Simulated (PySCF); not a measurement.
Molecule: `C[P+](C)(C)C`, [C₄H₁₂P]+.

Molfile (atoms numbered from 1):
```
C4H12P
     RDKit          3D

 17 16  0  0  0  0  0  0  0  0999 V2000
    0.0421   -1.2713   -1.2710 C   0  0  0  0  0  0  0  0  0  0  0  0
   -0.0011    0.0007   -0.0018 P   0  0  0  0  0  0  0  0  0  0  0  0
   -0.1470    1.6166   -0.7763 C   0  0  0  0  0  0  0  0  0  0  0  0
   -1.4151   -0.2776    1.0738 C   0  0  0  0  0  0  0  0  0  0  0  0
    1.5113   -0.0672    0.9687 C   0  0  0  0  0  0  0  0  0  0  0  0
   -0.8816   -1.2359   -1.8674 H   0  0  0  0  0  0  0  0  0  0  0  0
    0.1283   -2.2631   -0.8025 H   0  0  0  0  0  0  0  0  0  0  0  0
    0.9050   -1.1106   -1.9339 H   0  0  0  0  0  0  0  0  0  0  0  0
   -0.1760    2.3996   -0.0042 H   0  0  0  0  0  0  0  0  0  0  0  0
   -1.0725    1.6639   -1.3692 H   0  0  0  0  0  0  0  0  0  0  0  0
    0.7139    1.7946   -1.4375 H   0  0  0  0  0  0  0  0  0  0  0  0
   -2.3436   -0.2472    0.4848 H   0  0  0  0  0  0  0  0  0  0  0  0
   -1.3277   -1.2620    1.5570 H   0  0  0  0  0  0  0  0  0  0  0  0
   -1.4541    0.5019    1.8491 H   0  0  0  0  0  0  0  0  0  0  0  0
    1.6073   -1.0565    1.4401 H   0  0  0  0  0  0  0  0  0  0  0  0
    2.3813    0.1083    0.3188 H   0  0  0  0  0  0  0  0  0  0  0  0
    1.4853    0.7042    1.7526 H   0  0  0  0  0  0  0  0  0  0  0  0
  1  2  1  0
  2  3  1  0
  2  4  1  0
  2  5  1  0
  1  6  1  0
  1  7  1  0
  1  8  1  0
  3  9  1  0
  3 10  1  0
  3 11  1  0
  4 12  1  0
  4 13  1  0
  4 14  1  0
  5 15  1  0
  5 16  1  0
  5 17  1  0
M  CHG  1   2   1
M  END
```

Geometry PBE0-D3(BJ)/def2-SVP throughout; GIAO in PySCF 2.14, gas phase, one conformer, non-relativistic; equivalent atoms averaged; basis pcSseg-1.

**Question.** How do the absolute shieldings σ depend on the functional? (ppm; last column core-seconds on 1 thread of an Arm Neoverse V2, shared host; the GGAs took longer than the global hybrids here, which isn't the general rule, and the cause wasn't traced)

**Answer.** 
```
functional           kind  C1/C3/C4/C5     P2  H6/H7/H8/H9/H10/H11/H12/H13/H14/H15/H16/H17  core-s
        HF   Hartree–Fock        182.3  357.5                                        29.89     5.3
       LDA            LDA        167.5  273.3                                        29.01      14
       PBE            GGA        167.8  289.1                                        29.38      16
      BLYP            GGA        163.0  270.5                                        29.56      16
      BP86            GGA        167.4  286.7                                        29.45      17
      OPBE            GGA        174.0  319.3                                        29.39      18
       KT2            GGA        171.2  325.5                                        29.35      19
       KT3            GGA        170.9  325.2                                        29.49      19
     B97-D            GGA        167.1  294.8                                        29.58      17
     B3LYP  global hybrid        167.7  288.9                                        29.57      12
      PBE0  global hybrid        173.2  310.8                                        29.45      11
  mPW1PW91  global hybrid        172.3  308.1                                        29.49      12
```

**Question.** Which nucleus moves most, in ppm?

**Answer.** P2 (phosphorus bonded to 4 C): from 270.5 ppm with BLYP to 357.5 ppm with HF. The smallest spread is 0.88 ppm, at H6/H7/H8/H9/H10/H11/H12/H13/H14/H15/H16/H17. Proton shifts span only some 12 ppm, so a few tenths of a ppm matter as much there as several ppm in carbon.
